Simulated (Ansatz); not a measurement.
A made-up structure of CH6MgSi, singlet:

```xyz
9
angstrom
C -0.6715 0.9191 -0.9001
Si 0.5672 -0.3746 -0.2845
Mg 0.3184 -1.1114 2.1841
H -1.6967 0.5516 -0.8143
H -0.4867 1.1647 -1.9482
H 0.6253 -1.7140 -0.7526
H 1.9421 0.1682 -0.5351
H 0.4686 -1.5585 -1.1990
H 0.1556 -1.5996 3.8154
```

It is relaxed with PBE-D4/def2-SVP and then PBE0-D4/def2-TZVP (Ansatz 0.2.0). Atoms count as bonded within 1.22 times the sum of their covalent radii (H–H: 0.88 Å). The end point is not checked to be a true minimum.

**Question.** Does its bonding change? (A judgement: the text doesn't fix the answer.)

**Answer.** Computed: Yes. Formed: none; broken: Si2–H6, Si2–H8.

Where it ends: The first stage lowers the energy by 5.79 eV in 43 steps. It ends as a complex of CH₄MgSi ([CH2][SiH][MgH]) + H₂:
```
9
angstrom
C -0.2867 0.7857 -1.3272
Si 0.5792 0.8278 0.1631
Mg 0.6516 -1.2394 1.6532
H -0.8208 -0.0979 -1.6644
H -0.3564 1.6294 -2.0076
H -0.2182 -2.2300 -0.4306
H 1.2271 2.1490 0.4245
H -0.2901 -2.8327 0.0159
H 0.7366 -2.5465 2.7387
```

Labels in which every atom is bracketed show which atoms are joined, not bond orders.

For scale, one of the runs: PBE0-D4/def2-TZVP relaxation, 136 basis functions, launched by `ansatz run in.yaml --threads 2 --pin off --events-out ev --progress --plain --max-ram 4352MiB`. The run took about 82 s on 2 CPU threads of an Arm Neoverse V1 (shared host).
